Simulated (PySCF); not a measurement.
Identify the unknown among the candidates.

All candidates are C6H12.

* XPS: C1s 289.7, C1s 290.0, C1s 290.4, C1s 290.4, C1s 290.5, C1s 290.5 eV [ΔSCF SCAN, pcX-2 on the ionised atom, pcseg-1 elsewhere, spin-free X2C]
* UV, strongest line: among the 10 lowest singlet transitions: S2 at 7.04 eV (176 nm, f = 0.423) [TDDFT wB97X-D/def2-SVPD]
* Triplet: lowest triplet excitation (Tamm–Dancoff): 4.32 eV [TDA wB97X-D/def2-SVPD]
* Rotational structure: rotational constants A, B, C: 3.983, 2.812, 1.860 GHz [PBE0-D3(BJ)/def2-SVP]
* Couplings: largest of the computed one-bond spin–spin couplings (means over like bonds): 13C–1H +157.8, 13C–1H +133.1 (×3), 13C–1H +132.0 (×3), 13C–1H +131.9 (×3), 13C–1H +131.2 (×2), 13C–13C +79.6, 13C–13C +48.1, 13C–13C +46.8 Hz [B3LYP/pcJ-1, spin–dipole term left out]
* 13C NMR: chemical shifts (computed TMS as zero) by class: 146.9 (1 C), 128.2 (1 C), 28.0 (1 C), 26.4 (1 C), 16.1 (1 C), 15.7 (1 C) ppm [GIAO B3LYP/pcSseg-1]
* Dipole: 0.23 D [wB97X-D/def2-SVPD]
* Valence photoelectron: vertical ionisation energy: 8.58 eV [ΔSCF wB97X-D/def2-SVPD]
* Polarisability: 76.2 au [wB97X-D/def2-SVPD]

Electronic properties: PySCF, gas phase, density fitting. Levels stand in brackets. Isolated species at its PBE0-D3(BJ)/def2-SVP geometry (one conformer only). Each NMR value is the plain mean over a class of atoms that symmetry, rotation or inversion makes alike.

Question: Which candidate is it?
A. `C=CC(C)(C)C`
B. `CC/C=C/CC`
C. `C/C=C\C(C)C`
D. `C/C=C(/C)CC`
E. `C=CCCCC`

Answer: D. It is `C/C=C(/C)CC`. Numbering: `[CH3:1]/[CH:2]=[C:3](/[CH3:4])[CH2:5][CH3:6]`. Its formula, C6H12, gives 1 degree of unsaturation: 0 rings and 1 π bond in the structure found. 6 carbons fall into 6 classes; from least to most shielded: fully substituted alkene carbon [C3] (146.9 ppm), alkene CH carbon [C2] (128.2 ppm), allylic carbon [C5] (28.0 ppm), allylic carbon [C4] (26.4 ppm), allylic carbon [C1] (16.1 ppm), methyl carbon [C6] (15.7 ppm). The couplings run between: +157.8 Hz, alkene CH carbon [C2] and its hydrogen; +133.1 Hz, methyl carbon [C6] and its hydrogen (with 2 like pairs); +132.0 Hz, allylic carbon [C4] and its hydrogen (with 2 like pairs); +131.9 Hz, allylic carbon [C1] and its hydrogen (with 2 like pairs); +131.2 Hz, allylic carbon [C5] and its hydrogen (with 1 like pair); +79.6 Hz, alkene CH carbon [C2] and fully substituted alkene carbon [C3]; +48.1 Hz, allylic carbon [C1] and alkene CH carbon [C2]; +46.8 Hz, fully substituted alkene carbon [C3] and allylic carbon [C4]. The core levels belong to: C1s 289.7 eV, alkene CH carbon [C2]; C1s 290.0 eV, fully substituted alkene carbon [C3]; C1s 290.4 eV, methyl carbon [C6]; C1s 290.4 eV, allylic carbon [C5]; C1s 290.5 eV, allylic carbon [C4]; C1s 290.5 eV, allylic carbon [C1]. The first electron is taken from the HOMO, whose largest Löwdin shares are 0.34 on the alkene CH carbon, 0.31 on the fully substituted alkene carbon and 0.07 on each of 2 atoms of one kind (allylic carbon). The optimised geometry has point group C1 and is an asymmetric top.

The others, at the same levels:
- `C=CCCCC` fails: its computed core binding energies are C1s 290.0, C1s 290.4, C1s 290.4, C1s 290.5, C1s 290.5, C1s 290.6 eV, rotational constant A is 13.419 GHz (against 3.983 GHz) and smallest rotational constant is 1.229 GHz (against 1.860 GHz).
- `C=CC(C)(C)C` fails: its computed core binding energies are C1s 289.9, C1s 290.2, C1s 290.3 (×3), C1s 290.7 eV, rotational constant A is 4.423 GHz (against 3.983 GHz) and smallest rotational constant is 2.635 GHz (against 1.860 GHz).
- `C/C=C\C(C)C` fails: it has 5 carbon classes against 6; its computed 13C shifts are 147.2 (1 C), 130.5 (1 C), 29.9 (1 C), 25.4 (2 C), 15.6 (1 C) ppm and rotational constant A is 5.691 GHz (against 3.983 GHz).
- `CC/C=C/CC` fails: its computed core binding energies are C1s 289.9 (×2), C1s 290.4 (×2), C1s 290.6 (×2) eV, rotational constant A is 9.335 GHz (against 3.983 GHz) and smallest rotational constant is 1.285 GHz (against 1.860 GHz).

Each candidate is one conformer, not necessarily the lowest. Dipoles, sizes and rotational constants follow the conformer. The torsions of the flexible species, by atom-mapped SMILES:
- `[CH3:1]/[CH:2]=[C:3](/[CH3:4])[CH2:5][CH3:6]`: C2–C3–C5–C6 -96°
- `[CH2:1]=[CH:2][CH2:3][CH2:4][CH2:5][CH3:6]`: C1–C2–C3–C4 -118°, C2–C3–C4–C5 -179°, C3–C4–C5–C6 180°
- `[CH2:1]=[CH:2][C:3]([CH3:4])([CH3:5])[CH3:6]`: C1–C2–C3–C4 121°
- `[CH3:1]/[CH:2]=[CH:3]\[CH:4]([CH3:5])[CH3:6]`: C2–C3–C4–C5 -119°
- `[CH3:1][CH2:2]/[CH:3]=[CH:4]/[CH2:5][CH3:6]`: C1–C2–C3–C4 118°, C3–C4–C5–C6 118°
